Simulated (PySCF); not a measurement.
Geometry:
| atom | x (Å) | y (Å) | z (Å) |
| --- | --- | --- | --- |
| C1 | -1.528 | -1.201 | -0.243 |
| C2 | -0.662 | -0.004 | 0.141 |
| C3 | -1.478 | 1.285 | 0.138 |
| P4 | 0.764 | 0.155 | -1.085 |
| C5 | 2.086 | 0.703 | 0.075 |
| C6 | 2.051 | -0.783 | -0.159 |
| H7 | -1.947 | -1.061 | -1.237 |
| H8 | -0.938 | -2.116 | -0.247 |
| H9 | -2.348 | -1.320 | 0.463 |
| H10 | -0.247 | -0.166 | 1.143 |
| H11 | -2.299 | 1.220 | 0.850 |
| H12 | -1.896 | 1.466 | -0.851 |
| H13 | -0.855 | 2.137 | 0.406 |
| H14 | 2.912 | 1.251 | -0.359 |
| H15 | 1.791 | 1.074 | 1.048 |
| H16 | 1.734 | -1.421 | 0.656 |
| H17 | 2.854 | -1.208 | -0.746 |

How the numbers were obtained: NMR shieldings at PBE0/pcSseg-1/GIAO, coordinates at the GFN2-xTB level, in PySCF (isolated molecule, rapidly exchanging positions averaged, a single conformation, relativity neglected).

**Question.** Predict the 2D correlation tables (HSQC, COSY, HMBC).

**Answer.** 

HSQC (one-bond C–H):
```tsv
δH	δC
1.17 (H7/H8/H9/H11/H12/H13)	23.7 (C1/C3)
0.72 (H14/H15/H16/H17)	8.5 (C5/C6)
-0.08 (H10)	42.9 (C2)
```

COSY cross peaks (H two or three bonds apart, from the bond graph; peaks can be absent where the dihedral angle is near 90°):
```tsv
δH	δH
1.17 (H7/H8/H9/H11/H12/H13)	-0.08 (H10)
```

HMBC (two and three bonds, from the bond graph):
```tsv
δH	δC
1.17 (H7/H8/H9/H11/H12/H13)	42.9 (C2), 23.7 (C1/C3)
0.72 (H14/H15/H16/H17)	42.9 (C2), 8.5 (C5/C6)
-0.08 (H10)	23.7 (C1/C3), 8.5 (C5/C6)
```

Shifts are taken against calculated references (same method and geometry level): 1H (σref 31.72), 13C (σref 186.93) against TMS.

Short H···H contacts in this conformer between protons four or more bonds apart (candidates for NOE cross peaks, intensity ∝ r⁻⁶): H10···H15 2.39 Å.

Shifts are as computed. Against solution values, carbons near 30 ppm lie about +3 ppm off and those near 130 ppm about +5 ppm. Of 1211 compounds with measured shifts, 218 miss one by over three times the rms of a fit or turn the order of signals round; such compounds aren't used in these exercises.
